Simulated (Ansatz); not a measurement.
A relaxed structure of GaP. Space group F-43m (No. 216), zinc blende type. Computed with r2SCAN (plane waves to 500 eV, PAW, scalar-relativistic; Ansatz, a first-principles code).

```cif
data_Ga4P4
_chemical_formula_sum 'Ga4 P4'
_space_group_name_H-M_alt 'F-43m'
_space_group_IT_number 216
_space_group_name_Hall 'F -4 2 3'
_cell_length_a 5.45173
_cell_length_b 5.45173
_cell_length_c 5.45173
_cell_angle_alpha 90.000
_cell_angle_beta 90.000
_cell_angle_gamma 90.000
loop_
_atom_site_label
_atom_site_type_symbol
_atom_site_symmetry_multiplicity
_atom_site_Wyckoff_symbol
_atom_site_fract_x
_atom_site_fract_y
_atom_site_fract_z
_atom_site_occupancy
Ga1 Ga 4 b 0.50000 0.50000 0.50000 1
P1 P 4 c 0.25000 0.25000 0.25000 1
```
(The calculation used a cell of 2 atoms; values per cell refer to that cell.)

For GaP, the volume per atom comes out as 20.25 Å³ and the density is 4.13 g/cm³. The band gap is 1.85 eV, indirect (valence top at Γ, conduction bottom at 87 % of the way from Γ to X) (no spin-orbit coupling) and the smallest direct gap is 2.36 eV at Γ. The shortest distances is Ga–P 2.36 Å and the k-mesh comes out as 15×15×15.

No spin polarisation in the result.

Measured for GaP: a 5.439 Å (static lattice; corrected from measurement; as listed in Daniel Mejia-Rodriguez, S. B. Trickey, Phys. Rev. B (2018)); gap 2.43 eV (static lattice; corrected from measurement; as listed in Wei Chen et al., Physical Review Materials (2018)). Computed minus measured — a: r2SCAN +0.2 %; gap: r2SCAN -0.58 eV. The computed values are for a static lattice, and a measured gap can be an optical one, lowered by exciton binding.

The run could not lose the symmetry of its start.

It was reached from a disturbed copy of a P-6m2 (No. 187) cell (AFLOW prototype AB_hP2_187_d_a (B_h, as in WC)), against which it lies -0.67 eV/atom.
